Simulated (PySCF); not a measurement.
**Functional benchmark on one molecule**

Molecule: `SC1CCCC1`, C5H10S.

Cartesian coordinates in Å; atom numbers follow the order of the lines, from 1:
```xyz
16

S     2.2636    0.7494   -0.4583
C     1.0990   -0.4406    0.3043
C     0.1278    0.2078    1.2906
C    -1.0012    0.7653    0.4095
C    -0.9822   -0.0834   -0.8859
C     0.1561   -1.0992   -0.7025
H     1.3337    1.5628   -1.0035
H     1.7710   -1.1650    0.7889
H    -0.2658   -0.5805    1.9547
H     0.6082    0.9657    1.9252
H    -1.9723    0.7230    0.9241
H    -0.8227    1.8275    0.1809
H    -1.9433   -0.5841   -1.0730
H    -0.7929    0.5525   -1.7646
H     0.6586   -1.3742   -1.6405
H    -0.2354   -2.0268   -0.2510
```

Geometry PBE0-D3(BJ)/def2-SVP throughout; GIAO in PySCF 2.14.0 with density-fitted response routines, gas phase, one conformer, non-relativistic; equivalent atoms averaged; basis pcSseg-1.

Reference values (measured; solution, not stated per compound (mostly CDCl3 or CCl4); Pretsch, Buehlmann, Badertscher, Structure Determination of Organic Compounds, 4th ed. (2009)): δ(C2) = 38.3 ppm, δ(C3/C6) = 37.7 ppm, δ(C4/C5) = 24.6 ppm. Computed shifts are taken against TMS, calculated as an isolated molecule at each level.

Question: How do the functionals HF, LDA, PBE, BLYP, BP86, OPBE, KT2, KT3, B97-D, B3LYP, PBE0, mPW1PW91, WP04, B97-2, BHandHLYP, CAM-B3LYP, wB97X-D, LC-wPBE perform against the reference? Times are CPU seconds on shared hosts with different chips, so compare them loosely; the GGAs took longer than the global hybrids here, which isn't the general rule, and the cause wasn't traced.

Answer: 
```tsv
functional	kind	C2	C3/C6	C4/C5	mean abs. error C	core-s
HF	Hartree–Fock	39.0	34.6	18.9	3.2	7.5
LDA	LDA	51.3	41.8	21.6	6.7	21
PBE	GGA	50.0	41.0	22.9	5.6	25
BLYP	GGA	51.8	42.0	23.8	6.2	26
BP86	GGA	50.2	41.2	23.0	5.7	26
OPBE	GGA	47.2	38.6	22.8	3.9	26
KT2	GGA	48.6	40.4	22.2	5.1	26
KT3	GGA	48.4	39.6	23.2	4.5	26
B97-D	GGA	49.9	40.6	23.5	5.2	27
B3LYP	global hybrid	49.1	40.4	22.7	5.1	16
PBE0	global hybrid	46.8	39.2	21.8	4.3	16
mPW1PW91	global hybrid	46.8	39.2	21.9	4.2	16
WP04	global hybrid	51.7	40.9	25.6	5.9	18
B97-2	global hybrid	47.0	39.0	22.4	4.1	16
BHandHLYP	global hybrid	45.3	38.3	21.3	3.6	16
CAM-B3LYP	range-separated hybrid	46.4	39.3	21.7	4.2	22
wB97X-D	range-separated hybrid	45.5	39.1	21.8	3.8	22
LC-wPBE	range-separated hybrid	42.1	37.1	20.6	2.8	30
```

For ¹³C the closest is LC-wPBE (2.8 ppm) and the furthest LDA (6.7 ppm). One molecule is a small sample, and vibrational and solvent effects are absent from the calculation.
